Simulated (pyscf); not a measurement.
## Substitution at C: H₃C–Hf(Cl)(Cl)–Cl + H atom (H•) → methane (CH₄) + [Cl–Hf(Cl)–Cl]•

Gas phase, doublet surface, charge 0. Bonds broken: C1–Hf2. Bonds formed: C1–H9. Optimised with ωB97X-D3(BJ)/def2-SVP in PySCF.

Transition state (Å):

```xyz
9

C     -0.2987     0.6148    -0.7823
Hf    -1.8921    -0.7180     0.1617
Cl    -1.4918    -2.7214    -0.9774
Cl    -3.8249     0.4639    -0.4207
Cl    -1.2366    -0.6318     2.4054
H     -0.5398     1.5289    -0.2224
H      0.5733     0.0232    -0.4709
H     -0.6483     0.5278    -1.8203
H      0.8062     1.5396    -1.4367
```

One imaginary mode, 1532i cm⁻¹; descent along it reached the two sides named.

```
bond    change  reactant side (Å)  saddle  product side
------  ------  -----------------  ------  ------------
C1–Hf2  breaks              2.167   2.282           3.8
C1–H9    forms                3.9   1.583         1.099
```

Electronic energies relative to the separated reactants (kcal/mol):

```json
[
 {"level": "ωB97X-D3(BJ)/def2-TZVP", "barrier": "18.2", "reaction energy": "-29.9", "reverse barrier": "48.2"},
 {"level": "PBE/def2-TZVP", "barrier": "9.2", "reaction energy": "-33.2", "reverse barrier": "42.4"},
 {"level": "r²SCAN/def2-TZVP", "barrier": "8.5", "reaction energy": "-34.6", "reverse barrier": "43.1"},
 {"level": "B3LYP-D3(BJ)/def2-TZVP", "barrier": "10.6", "reaction energy": "-35.6", "reverse barrier": "46.2"},
 {"level": "PBE0-D3(BJ)/def2-TZVP", "barrier": "12.3", "reaction energy": "-32.8", "reverse barrier": "45.1"},
 {"level": "M06-2X/def2-TZVP", "barrier": "15.0", "reaction energy": "-36.9", "reverse barrier": "51.9"},
 {"level": "ωB97M-D3(BJ)/def2-TZVP", "barrier": "16.9", "reaction energy": "-34.8", "reverse barrier": "51.7"},
 {"level": "HF/def2-TZVP", "barrier": "30.3", "reaction energy": "-38.2", "reverse barrier": "68.6"}
]
```

With ωB97M-D3(BJ)/def2-TZVP energies and thermal terms (ideal gas, 1 atm, RRHO with modes under 100 cm⁻¹ raised to 100, one conformer, R ln 2 for chiral ones without a mode under 150 cm⁻¹), in kcal/mol:

| T (K) | ΔH‡ | ΔG‡ | ΔH | ΔG |
|---|---|---|---|---|
| 298 | 17.8 | 24.6 | -29.3 | -31.1 |
| 600 | 17.1 | 31.8 | -31.3 | -32.2 |
| 900 | 16.6 | 39.2 | -33.2 | -32.2 |
| 1200 | 16.2 | 46.8 | -34.8 | -31.7 |

The same reactants have a lower exit, to [H₂C–Hf(Cl)(Cl)–Cl]• + H₂ (barrier +9.3 kcal/mol at ωB97M-D3(BJ)/def2-TZVP, against +16.9 kcal/mol here). This is the saddle that the search found; another between the same sides may lie lower. The angle at the attacked C is 180°. Open-shell species with a d-block atom are single-reference here; other states, and whether the spin sits on metal or ligand, were not checked. Elements past Kr carry the def2 core potentials, without spin-orbit coupling.
